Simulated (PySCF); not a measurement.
Simulated Si 1s region for `N[SiH2][SiH3]`, binding energy against the vacuum level.

Every computed line was given a Gaussian of 0.8 eV full width at half maximum and an area set by the number of equivalent atoms; the highest printed point is 100. Level of theory: PySCF 2.14.0, delta-SCF UKS SCAN, pcX-2 on the ionised atom, pcseg-1 elsewhere, spin-free X2C.

(binding energy (eV), intensity): (1845.0, 0), (1845.1, 1), (1845.2, 2), (1845.3, 4), (1845.4, 7), (1845.5, 13), (1845.6, 21), (1845.7, 33), (1845.8, 47), (1845.9, 62), (1846.0, 76), (1846.1, 89), (1846.2, 97), (1846.3, 100), (1846.4, 97), (1846.5, 90), (1846.6, 77), (1846.7, 63), (1846.8, 48), (1846.9, 34), (1847.0, 22), (1847.1, 13), (1847.2, 8), (1847.3, 4), (1847.4, 2), (1847.5, 1), (1847.6, 0), (1847.7, 0)

Question: How many maxima does the curve show, and how many computed lines lie under it?

Answer: The curve has 1 maximum (at 1846.3 eV). Under it lie 2 lines from 2 inequivalent silicon sites. At this width some lines have no maximum of their own.

Question: Decompose the envelope and assign each component. Numbering: `[NH2:1][SiH2:2][SiH3:3]`.

Answer: 
```tsv
position (eV)	relative area	line	atoms	environment
1846.11	1	Si 1s	Si3	SiH3 silicon
1846.50	1	Si 1s	Si2	SiH2 silicon
```

Question: What are the centre and the root-mean-square width of the whole band?

Answer: The area-weighted mean of the lines is 1846.30 eV. Their own spread about it is 0.20 eV (rms) and each Gaussian has σ = 0.8/2.355 = 0.34 eV; the variances add, which gives 0.39 eV.

Question: Above which line width would these two lines show one maximum?

Answer: Two equal Gaussians merge once their distance is under 2σ = FWHM/1.177. With 0.40 eV between them that is a full width over 0.47 eV.

The listed Si 1s values span 0.39 eV, from Si3 (bonded to 3 H and Si) to Si2 (bonded to N, 2 H and Si).

Shake-up satellites, vibrational structure and lifetime widths aren't simulated. The structure is a single PBE0-D3(BJ)/def2-SVP conformer in the gas phase; no vibrational or solvent corrections.

The run took 19 s on Arm Neoverse V2, one thread, no GPU, on a shared host, and the process peaked at 0.41 GiB of memory.

Conformer computed: `[NH2:1][SiH2:2][SiH3:3]`: H–N1–Si2–Si3 167°, H–N1–Si2–Si3 -51°.
